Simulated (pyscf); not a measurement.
A first-order saddle from PySCF, ωB97X-D3(BJ)/def2-SVP:

```xyz
7

O     -0.1054    -0.3417     1.3002
Al    -0.9688     0.0258    -0.0961
F     -0.4908    -1.0224    -1.5214
F     -2.5860     0.3909    -0.1442
H     -0.4157    -0.3855     2.2046
F     -0.0238     1.0805    -1.2591
H     -0.0468     0.0295    -1.7718
```

Surface: singlet, charge 0. Lowest wavenumbers (cm⁻¹): 514i, 132, 217, 225, 227.

Q: What reaction is this the transition state of?

A: `[OH][Al]([F])[F]` + `[FH]` ⇌ `[OH][Al]([F])[F]` + `[FH]`, a four-centre exchange read from left to right: Al–F, F–H broken and Al–F, F–H formed. At CCSD(T)/def2-TZVPP + ΔMP2(QZVPP) it lies -0.41 eV from the left side and -0.41 eV from the right (each side as separated species at their lowest minima found). On the reactant side the descent ends in an adduct with a Al–F contact, 0.67 eV under the separated species and 0.18 eV under the saddle at ωB97X-D3(BJ)/def2-TZVP. On the product side the descent ends in an adduct with a Al–F contact, 0.67 eV under the separated species and 0.18 eV under the saddle at ωB97X-D3(BJ)/def2-TZVP. At CCSD(T) the saddle lies under the separated reactants, which points to a path from their complex (located at ωB97X-D3(BJ) alone). At CCSD(T) the saddle lies under the separated products, which points to a path from their complex (located at ωB97X-D3(BJ) alone). What is counted as formed (Al–F) is already present as a longer contact in the reactant adduct; forming that adduct is a step of its own. What is counted as broken (Al–F) persists as a longer contact in the product adduct; parting that adduct is a step of its own. This is the saddle that the search found; another between the same sides may lie lower. The CCSD(T) − MP2 part came from Ansatz, without density fitting, on the same reference.
